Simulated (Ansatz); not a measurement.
in.yaml

```yaml
crystal:
  periodic: [false, false, false]
  atoms:
    - {symbol: Si, position_ang: [0.000000, 0.000000, 0.000000]}
    - {symbol: Si, position_ang: [0.000000, 0.000000, 4.299000]}
basis:
  gaussian: {orbitals: cc-pVDZ}
total_charge: 1
magnetization: {spin_polarized: true, initial_magnetization: 3}
hamiltonian: {xc: {name: r2SCANh}}
```

```sh
$ ansatz run in.yaml --threads 1 --pin off --events-out ev --progress --plain --max-ram 2393MiB
```

Output:

```
370 factors; integrals over basis functions are off by at most 2.0e-4 eV
mean field evaluation 1: about -15738.9949 eV, gradient 3.2e0 eV
mean field evaluation 2: about -15739.0885 eV, gradient 1.3e0 eV
mean field evaluation 4: about -15739.1061 eV, gradient 1.1e-1 eV
mean field evaluation 8: about -15739.1104 eV, gradient 4.2e-3 eV
mean field evaluation 16: about -15739.3219 eV, gradient 7.5e-1 eV
mean field evaluation 32: about -15739.5720 eV, gradient 1.9e-6 eV
mean field evaluation 64: about -15738.9218 eV, gradient 3.1e-1 eV
mean field evaluation 96: about -15739.5514 eV, gradient 2.4e-1 eV
mean field evaluation 128: about -15739.1862 eV, gradient 1.4e-2 eV
mean field evaluation 160: about -15739.2900 eV, gradient 7.1e-1 eV
mean field -15739.57198980 eV, -578.4186019600 hartree, gradient 1.4e-6 eV, S^2 3.762481; 14 other end points of the search recorded, 0 dependent functions left out
reference -15739.57200065 eV, -578.4186023588 hartree; 15, 12 occupied and 21, 24 virtual orbitals, 370 factors
Total energy: -15739.57200065 eV, -578.4186023588 hartree
```

Ran on 1 thread of Arm Neoverse V2, shared host: 22 s wall, 0.17 GiB peak host memory.
